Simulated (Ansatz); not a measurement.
Input file:

```yaml
crystal:
  periodic: [false, false, false]
  atoms:
    - {symbol: Si, position_ang: [-0.122719, 0.011265, 1.691568]}
    - {symbol: As, position_ang: [0.058855, -0.004877, -0.668966]}
    - {symbol: H, position_ang: [0.610817, -1.155536, 2.178374]}
    - {symbol: H, position_ang: [0.508039, 1.201590, 2.208175]}
    - {symbol: H, position_ang: [-1.068913, -1.096207, -0.916429]}
    - {symbol: H, position_ang: [-1.005203, 1.098782, -0.879246]}
basis:
  gaussian: {orbitals: cc-pVDZ}
magnetization: {spin_polarized: false, initial_magnetization: 1}
correlation: {method: ccsdt_q, electrons: outside_noble_gas}
```

```sh
$ ansatz run in.yaml --threads 1 --pin off --events-out ev --progress --plain --max-ram 2393MiB
```

Output:

```
1300 factors; integrals over basis functions are off by at most 1.7e-7 eV
mean field evaluation 1: about -68718.1913 eV, gradient 1.1e1 eV
mean field evaluation 2: about -68718.2197 eV, gradient 1.1e1 eV
mean field evaluation 4: about -68719.1946 eV, gradient 9.3e-1 eV
mean field evaluation 8: about -68719.2069 eV, gradient 7.7e-2 eV
mean field evaluation 16: about -68719.1572 eV, gradient 9.3e-1 eV
mean field evaluation 32: about -68714.9935 eV, gradient 8.7e-2 eV
mean field -68719.20694573 eV, -2525.3842757043 hartree, gradient 3.7e-6 eV, S^2 0.750000; 0 other end points of the search recorded, 0 dependent functions left out
mean field evaluation 64: about -68719.2555 eV, gradient 1.7e-1 eV
19 core orbitals not correlated: weight in the atoms' cores, before any rotation towards them, 1.000 or more for the frozen orbitals, at most 0.000 for the correlated occupied ones
reference -68719.20694573 eV, -2525.3842757043 hartree; 7, 6 occupied and 39, 40 virtual orbitals, 1300 factors
second order -5.48177020 eV of doubles, -0.03109053 eV of singles
cycle   1  -6.35147201 eV  change   -8.4e-1 eV  update   8.5e-2
cycle   2  -6.82482836 eV  change   -4.7e-1 eV  update   3.6e-2
cycle   3  -6.91108117 eV  change   -8.6e-2 eV  update   1.8e-2
cycle   4  -6.90692162 eV  change    4.2e-3 eV  update   7.8e-3
cycle   5  -6.90929495 eV  change   -2.4e-3 eV  update   4.3e-3
cycle   6  -6.90818906 eV  change    1.1e-3 eV  update   2.1e-3
cycle   7  -6.90803781 eV  change    1.5e-4 eV  update   9.0e-4
cycle   8  -6.90889797 eV  change   -8.6e-4 eV  update   4.3e-4
cycle   9  -6.90896194 eV  change   -6.4e-5 eV  update   1.8e-4
cycle  10  -6.90873338 eV  change    2.3e-4 eV  update   8.5e-5
cycle  11  -6.90876088 eV  change   -2.8e-5 eV  update   4.0e-5
cycle  12  -6.90879014 eV  change   -2.9e-5 eV  update   1.9e-5
cycle  13  -6.90881788 eV  change   -2.8e-5 eV  update   8.8e-6
cycle  14  -6.90882027 eV  change   -2.4e-6 eV  update   3.8e-6
cycle  15  -6.90881614 eV  change    4.1e-6 eV  update   1.7e-6
cycle  16  -6.90881474 eV  change    1.4e-6 eV  update   7.6e-7
perturbative correction -0.00934047 eV, -0.0003432559 hartree
Total energy: -68726.12510094 eV, -2525.6385132189 hartree
```

Ran on 1 thread of Arm Neoverse V2, shared host: 2.5 min wall, 1.1 GiB peak host memory.
